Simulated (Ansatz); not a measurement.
# H4P2: the cost of one run

Program: the Python package of Ansatz 0.2.0. Level of theory: MP2/def2-SVPD. These are calculated values, not measurements.

### 1 The structure

Bond lengths: P1–P2 2.153 Å, P1–H3 1.395 Å, P1–H4 1.396 Å, P2–H5 1.396 Å, P2–H6 1.396 Å. Angles: P1–P2–H5 93.9°, P1–P2–H6 93.9°, H5–P2–H6 92.0°, P2–P1–H3 93.8°, P2–P1–H4 93.9°, H3–P1–H4 91.9°.

No structure file is read: the coordinates are typed or built in the script.

### 2 The script

Input file dimer_h4p2.py:

```python
# -*- coding: utf-8 -*-
"""Binding of a H4P2 dimer at a trial geometry."""

from dataclasses import dataclass

import ansatz as az


@dataclass
class Options:
    basis_set: str = "def2-SVPD"
    level: str = "MP2"


cfg = Options()

FIRST = [
    ("P", (0.3564, -1.013, -0.08)),
    ("P", (-0.356, 1.0131, 0.0752)),
    ("H", (-0.4856, -1.4853, 0.9276)),
    ("H", (-0.5605, -1.3591, -1.0736)),
    ("H", (0.4921, 1.4883, -0.926)),
    ("H", (0.5536, 1.356, 1.0767)),
]
SECOND = [
    ("P", (-1.0418, 3.5816, 4.9601)),
    ("P", (0.4719, 2.753, 3.6719)),
    ("H", (-0.9452, 2.5487, 5.8935)),
    ("H", (-0.1376, 4.372, 5.6709)),
    ("H", (0.3698, 3.7806, 2.7332)),
    ("H", (-0.4307, 1.9541, 2.9684)),
]

def energy(atoms, ghosts=()):
    molecule = az.Crystal.molecule()
    for symbol, xyz in atoms:
        molecule = molecule.atom(symbol, xyz)
    calc = (
        molecule.calculation()
        .basis(gaussian=cfg.basis_set)
        .correlation(cfg.level)
    )
    deck = calc.input()
    if ghosts:
        deck = deck.set(az.key.basis.gaussian.ghost_atoms, [{"symbol": s, "position_ang": list(xyz)} for s, xyz in ghosts])
    return az.Session.from_dict(deck).plan().execute().report["free_energy_ev"]

# ghost atoms carry the functions of the partner
both = energy(FIRST + SECOND)
alone = energy(FIRST) + energy(SECOND)
ghosted = energy(FIRST, SECOND) + energy(SECOND, FIRST)
print(f"dimer {both:.6f} eV")
print(f"interaction, uncorrected   {96.485332 * (both - alone):8.3f} kJ/mol")
print(f"interaction, counterpoise  {96.485332 * (both - ghosted):8.3f} kJ/mol")
print(f"basis-set superposition    {96.485332 * (alone - ghosted):8.3f} kJ/mol")
```

### 3 The calls as engine input

The package turns the script's settings into the engine's input (first run):

```yaml
crystal:
  periodic: [false, false, false]
  atoms:
    - { symbol: P, position_ang: [0.3564, -1.013, -0.08] }
    - { symbol: P, position_ang: [-0.356, 1.0131, 0.0752] }
    - { symbol: H, position_ang: [-0.4856, -1.4853, 0.9276] }
    - { symbol: H, position_ang: [-0.5605, -1.3591, -1.0736] }
    - { symbol: H, position_ang: [0.4921, 1.4883, -0.926] }
    - { symbol: H, position_ang: [0.5536, 1.356, 1.0767] }
    - { symbol: P, position_ang: [-1.0418, 3.5816, 4.9601] }
    - { symbol: P, position_ang: [0.4719, 2.753, 3.6719] }
    - { symbol: H, position_ang: [-0.9452, 2.5487, 5.8935] }
    - { symbol: H, position_ang: [-0.1376, 4.372, 5.6709] }
    - { symbol: H, position_ang: [0.3698, 3.7806, 2.7332] }
    - { symbol: H, position_ang: [-0.4307, 1.9541, 2.9684] }
basis:
  gaussian:
    orbitals: def2-SVPD
correlation:
  method: mp2
```

### 4 Launch

On the command line:

```bash
$ python dimer_h4p2.py
```

**Question.** How long does this script take on 1 thread of Intel Xeon Platinum 8488C (Sapphire Rapids), shared host, and how much memory does it need?

About 18 s, with a peak of 0.42 GiB.
